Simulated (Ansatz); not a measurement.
**C3HF3: a ladder of functionals and wavefunction methods**

An exercise on one series of results from a longer session: the logs are not shown, and one member is left open.

Method: functionals in def2-TZVPP, the program's frozen cores in correlated methods; program: Ansatz 0.2.0, Gaussian basis.

Plan: LDA (SPW92), PBE-D4, revPBE-D4, BLYP-D4, r2SCAN-D4, B97M-V, PBE0-D4, B3LYP-D4, r2SCANh-D4, r2SCAN0-D4, HSE06-D4, BHLYP-D4, CAM-B3LYP-D4, LC-ωPBE, ωB97X-V, ωB97M-V, B2PLYP, PBE-QIDH; CCSD(T)/def2-SVP; CCSD(T)/def2-TZVPP; MP2/def2-QZVPP; extrapolation to the limit; RPA on PBE.

## The relaxed structure

The geometry comes from an earlier relaxation with PBE0-D4 in a triple-zeta def2 set; it is a stationary point, not always the lowest conformer.

SMILES `C#CC(F)(F)F`, 7 atoms, charge 0, spin multiplicity 1.

Atoms are counted from 1 here; the program's logs count them from 0.

Bond lengths: C1–C2 1.195 Å, C1–H7 1.066 Å, C2–C3 1.461 Å, C3–F4 1.335 Å, C3–F5 1.335 Å, C3–F6 1.335 Å. Angles: C2–C1–H7 180.0°, C1–C2–C3 180.0°, C2–C3–F4 111.2°, C2–C3–F5 111.2°, C2–C3–F6 111.2°, F4–C3–F5 107.7°, F4–C3–F6 107.7°, F5–C3–F6 107.7°.

The first run:

The input, in.yaml:

```yaml
crystal:
  periodic: [false, false, false]
  atoms:
    - {symbol: C, position_ang: [1.248816, -1.234058, 0.050647]}
    - {symbol: C, position_ang: [0.398882, -0.394294, 0.011037]}
    - {symbol: C, position_ang: [-0.640668, 0.631485, -0.036544]}
    - {symbol: F, position_ang: [-1.819363, 0.108557, -0.382196]}
    - {symbol: F, position_ang: [-0.341664, 1.581053, -0.926018]}
    - {symbol: F, position_ang: [-0.791362, 1.221494, 1.151493]}
    - {symbol: H, position_ang: [2.006559, -1.982337, 0.085880]}
basis:
  gaussian: {orbitals: def2-TZVPP}
hamiltonian: {xc: lda}
output: {orbitals: {seedname: orbitals}}
```

The run is started by

```sh
> ansatz run in.yaml --threads 4 --pin off --events-out ev --progress --plain --max-ram 10444MiB
```

Among the steps run: LDA; PBE-D4 (GGA); revPBE-D4 (GGA); BLYP-D4 (GGA); r2SCAN-D4 (meta-GGA); B97M-V (meta-GGA); B3LYP-D4 (hybrid); r2SCANh-D4 (hybrid); r2SCAN0-D4 (hybrid); HSE06-D4 (hybrid); BHLYP-D4 (hybrid); CAM-B3LYP-D4 (range-separated); LC-ωPBE (range-separated); ωB97X-V (range-separated); ωB97M-V (range-separated); B2PLYP (double hybrid); PBE-QIDH (double hybrid).

One of the session's tables, all rows but one given; the rest of the session is left out.

It belongs to the step «Orbital energies across the functionals». 

```
  functional  HOMO (eV)  gap (eV)
 LDA (SPW92)      -8.19      6.58
      PBE-D4          ?         ?
   revPBE-D4      -7.87      6.68
     BLYP-D4      -7.81      6.62
   r2SCAN-D4      -8.24      7.19
      B97M-V      -8.22      7.29
     PBE0-D4      -9.30      9.04
    B3LYP-D4      -9.05      8.52
  r2SCANh-D4      -8.74      8.07
  r2SCAN0-D4      -9.49      9.38
    HSE06-D4      -8.89      8.24
    BHLYP-D4     -10.48     11.34
CAM-B3LYP-D4     -10.74     11.62
     LC-ωPBE     -12.20     14.34
     ωB97X-V     -11.74     13.81
     ωB97M-V     -11.62     13.56
```

Estimate the missing values for PBE-D4.

**Answer.** HOMO (eV): -7.95; gap (eV): 6.65. In the column «HOMO (eV)» it lies between LDA (SPW92) (-8.19) and revPBE-D4 (-7.87).
